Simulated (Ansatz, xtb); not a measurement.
System: propene, C3H6, net charge 0, singlet state. 
Geometry from a B3LYP-D3(BJ)/def2-TZVP (Ansatz, a program for electronic structure) optimisation:
SMILES: C=CC
```xyz
9

C      1.2882     0.1370     0.0119
C      0.0047     0.4726     0.0011
H      1.6023    -0.9010     0.0124
H      2.0710     0.8846     0.0207
H     -0.2612     1.5267     0.0011
C     -1.1384    -0.4921    -0.0114
H     -0.7888    -1.5254    -0.0106
H     -1.7831    -0.3471     0.8604
H     -1.7673    -0.3432    -0.8940
```

Harmonic wavenumbers from GFN2-xTB (xtb, at its own minimum), cm⁻¹: 165, 425, 581, 894, 934, 977, 1015, 1050, 1170, 1291, 1396, 1420, 1478, 1486, 1727, 2999, 3013, 3039, 3055, 3097, 3123.

Task: Give the harmonic wavenumbers at B3LYP-D3(BJ)/def2-TZVP (Ansatz, finite differences of forces, unscaled).

Result: 206, 428, 592, 927, 946, 952, 1027, 1074, 1195, 1332, 1410, 1453, 1479, 1494, 1713, 3019, 3061, 3096, 3128, 3134, 3215 cm⁻¹. Zero-point energy 49.9 kcal/mol.

Task: From these and the geometry, give the ideal-gas thermochemistry at 298.15 K and 1 atm (rigid rotor, harmonic oscillator).

Result: Point group Cs, rotational symmetry number 1. Rotational constants 47.11, 9.331, 8.179 GHz. S(trans) 37.14, S(rot) 22.02, S(vib) 4.04, S(elec, spin only) 0.00, S 63.2 cal/(mol K). H(298) - H(0) 3.15 kcal/mol; G - E(el) 34.2 kcal/mol.
